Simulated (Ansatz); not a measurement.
Geometry optimisation, RKS PBE0-D4/cc-pVDZ in Ansatz.

input.yaml

```yaml
crystal:
  periodic: [false, false, false]
  atoms:
    - { symbol: B, position_ang: [0.0, 0.0, 0.0] }
    - { symbol: O, position_ang: [0.0, 0.0, 1.76] }
    - { symbol: H, position_ang: [-0.9095, -0.2814, 2.0971] }
    - { symbol: H, position_ang: [1.0305, 0.0, -0.595] }
    - { symbol: H, position_ang: [-1.0305, 0.0, -0.595] }
    - { symbol: H, position_ang: [0.0668, 1.4124, 0.4698] }
    - { symbol: H, position_ang: [0.0544, 1.1498, 1.3187] }
basis:
  gaussian: { orbitals: cc-pVDZ }
hamiltonian:
  xc: pbe0
  dispersion: d4
relax:
  f_tol: 0.15
  max_steps: 25
  restrain:
    - { distance: [0, 5], at: 1.19, k: 30.0 }
    - { distance: [6, 1], at: 1.01, k: 30.0 }
    - { distance: [0, 1], at: 2.61, k: 30.0 }
    - { distance: [6, 5], at: 1.86, k: 30.0 }
output:
  orbitals: {}
```

Command:

```bash
$ ansatz run input.yaml --threads 1 --pin off --max-ram 2048MiB --backend cpu --events-out ev --progress --plain --runs-dir out
```

Problem. Where does it end, and by what steps?

Solution. It converged. The restraints hold the end off the free minimum; the threshold counts their pulls, which the force column leaves out. Restrained pairs: B1–H6 (1.49 → 1.20 Å), O2–H7 (1.23 → 0.99 Å), B1–O2 (1.76 → 2.59 Å), H6–H7 (0.89 → 1.87 Å). After 7 steps the energy has fallen by 1.555 eV (the restraints' own energy left out); B1 moved furthest, 0.56 Å.

| step | energy less start (eV) | largest force component (eV/Å) | accepted |
| --- | --- | --- | --- |
| 0 | 0.0000 | 3.423 | yes |
| 1 | -0.5543 | 3.948 | yes |
| 2 | -1.2074 | 2.906 | yes |
| 3 | -1.4635 | 1.037 | yes |
| 4 | -1.5361 | 0.687 | yes |
| 5 | -1.2795 | 2.773 | no |
| 6 | -1.5496 | 0.815 | yes |
| 7 | -1.5547 | 0.784 | yes |

```xyz
7
Properties=species:S:1:pos:R:3
B 0.044 0.384 -0.407
O 0.005 0.001 2.157
H -0.928 -0.247 2.205
H 1.074 -0.148 -0.732
H -1.022 -0.131 -0.643
H 0.069 1.493 0.049
H -0.030 0.929 1.826
```

Time of the run: 8.1 s on 1 thread of Arm Neoverse V2, with other jobs on the host, peak memory 0.1 GiB.
